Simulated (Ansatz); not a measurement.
Mulliken charges of `BBCl` from ωB97M-V/def2-TZVPP in Ansatz (PBE0-D4/def2-TZVP geometry).

```
atom   x (Å)   y (Å)   z (Å)  charge (e)
  B1  -0.294   0.025  -0.830      -0.165
  B2   0.391  -0.174   0.662       0.015
 Cl3  -0.208   0.818   1.977      -0.105
  H4   0.136   0.818  -1.619       0.090
  H5  -1.250  -0.611  -1.173       0.089
  H6   1.268  -0.939   0.938       0.076
```

**Question.** By hand: the dipole of these point charges (1 e Å = 4.8032 D).

**Answer.** Σ q r = (0.074, -0.145, -0.240) e Å, of length 0.290 e Å = 1.39 D.

**Question.** How does the dipole of the full density compare? (Best estimate.)

**Answer.** Computed: (0.045, -0.084, -0.128) e Å, 0.77 D; the point charges give 1.81 times that, at 3° from its direction.

Point charges leave out the atoms' own dipoles, such as those of lone pairs, and Mulliken's split depends on the basis, so the two needn't agree.
